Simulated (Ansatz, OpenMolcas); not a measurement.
**Computed against measured: vertical ionisation energy**

9 molecules; the vertical ionisation energy in eV, computed less measured. Shapes, held fixed at every level: PBE0-D4/def2-TZVP. No vibrational averaging. Programs: Ansatz 0.2.0, OpenMolcas 26.06. Measured values: NIST CCCBDB.

Levels: A = B3LYP/6-31G* (spherical functions); B = B3LYP-D4/def2-TZVPP; C = PBE0-D4/def2-TZVPP; D = wB97M-V/def2-TZVPP.

| molecule | measured | A | B | C | D |
| --- | --- | --- | --- | --- | --- |
| CO (carbon monoxide) | 14.01 | +0.01 | +0.17 | -0.02 | +0.21 |
| N2 (SMILES N#N) | 15.58 | +0.16 | +0.26 | +0.17 | +0.38 |
| HCN (hydrogen cyanide) | 13.61 | +0.01 | +0.14 | +0.04 | +0.01 |
| CO2 (carbon dioxide) | 13.78 | -0.11 | +0.04 | -0.03 | 0.00 |
| SO2 (sulfur dioxide) | 12.50 | -0.30 | -0.08 | -0.13 | -0.01 |
| C2H2 (acetylene) | 11.49 | -0.35 | -0.10 | -0.19 | -0.20 |
| H2CO (formaldehyde) | 10.88 | -0.16 | 0.00 | -0.13 | -0.06 |
| CH4O (methanol) | 10.96 | -0.32 | -0.06 | -0.17 | -0.07 |
| CH4S (methanethiol) | 9.44 | -0.08 | -0.04 | -0.11 | -0.03 |

Q: Sum up the errors.

A: 
| level | kind | mean error | mean absolute error | worst case |
| --- | --- | --- | --- | --- |
| B3LYP/6-31G* (spherical functions) | global hybrid | -0.127 | 0.167 | C2H2 |
| B3LYP-D4/def2-TZVPP | global hybrid | +0.037 | 0.099 | N2 |
| PBE0-D4/def2-TZVPP | global hybrid | -0.063 | 0.110 | C2H2 |
| wB97M-V/def2-TZVPP | range-separated hybrid | +0.026 | 0.108 | N2 |

On this set B3LYP-D4/def2-TZVPP has the smallest mean absolute error and B3LYP/6-31G* (spherical functions) the largest. B3LYP/6-31G* (spherical functions) is too low in 6 of 9; PBE0-D4/def2-TZVPP is too low in 7 of 9. The smallest two are near a tie. The set is small.
